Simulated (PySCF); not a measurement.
SMILES P (H3P), CAM-B3LYP/def2-SVP optimised geometry.

```
4

P     -0.67    -0.71     0.00
H     -0.75    -0.80     1.42
H      0.75    -0.71     0.00
H     -0.75     0.71     0.00
```

Density from CAM-B3LYP/def2-TZVP run with PySCF at that geometry.

Minimum of the electron density along straight lines between bonded atoms, close to the bond critical point (lines longer than 1.1 times the sum of covalent radii, or with two minima, are not listed):

```csv
bond,length / Å,ρ at the minimum / e bohr⁻³,∇²ρ there / e bohr⁻⁵,position (fraction from the first atom)
P1–H2,1.425,0.163,-0.12,0.49
P1–H3,1.425,0.163,-0.12,0.49
P1–H4,1.425,0.163,-0.12,0.49
```
